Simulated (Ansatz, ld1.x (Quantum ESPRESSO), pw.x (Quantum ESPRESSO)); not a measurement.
## Equation-of-state test of one TM potential (Zr (Z = 40))

ld1.x (Quantum ESPRESSO) 7.5 input, shortened:

```
&input
   title='Zr', zed=40., rel=1, dft='PBESOL', iswitch=3,
   config='[Kr] 4d2 5s2 5p0'
 /
 &inputp
   pseudotype=2, tm=.true., lloc=2,
   nlcc=.true., new_core_ps=.true., rcore=1.55
 /
3
5S  1  0   2.00   0.00  2.50  2.50  0.0
5P  2  1   0.00   0.00  2.95  2.95  0.0
4D  3  2   2.00   0.00  2.75  2.75  0.0
 &test
   configts(1)='4d2 5s2 5p0'
 /
```

Crystal test: diamond Zr in pw.x 7.5, no spin, 8³ k-points, Fermi–Dirac smearing 0.01 Ry, cutoffs 50/200 Ry. The reference is all-electron LAPW (Ansatz 0.2.0) with the same functional, mesh and smearing; V0 and B0 come from Birch–Murnaghan fits to the pressures at five volumes. Errors are pseudo minus all-electron; Δ is the rms difference of the E(V) curves that follow from these fits, minima aligned, over ±6 % about the mean V0. Mesh and smearing are coarse, so the numbers serve the comparison and aren't converged zero-temperature values; the lattice is a test structure that the element need not adopt.

```csv
V (Å³/atom),P all-electron (GPa),P pseudo (GPa)
27.656,2.03,9.46
28.384,0.98,8.60
29.112,0.02,7.83
29.840,-0.86,7.16
30.568,-1.66,6.56
```

All-electron: a0 = 6.153 Å (V0 = 29.13 Å³/atom), B0 = 36.7 GPa.

Pseudopotential: mean pressure error (GPa): +7.82. The pressure does not cross zero within the volumes sampled, so no fit is given. The largest radius (2.95 bohr) exceeds half the bond length (2.52 bohr), so the spheres overlap, which is one possible source of error among others. This is a poor potential for the solid. Note: ghost states, extra bound levels that the all-electron valence spectrum of the same l lacks: s at -33.6 eV, p at -4.9 eV. A true bound ghost makes a file unfit for plane-wave use. Atomic configuration tests: 1 of 7 tests not solved or not reliable.

Question: At the middle volume, how do free energy and pressure move when the wave cutoff is lowered (ecutrho kept at four times it)?

Answer:

```csv
cutoff (Ry),shift of F (meV/atom),shift of P (GPa)
22,+206.1,-2.11
30,+29.3,-0.95
40,+2.5,+0.03
```

The run at the middle volume (29 k-points, 29 iterations) took about 33 s on one core of a shared host (Neoverse-V1, 32 threads, 247 GiB, load 26).
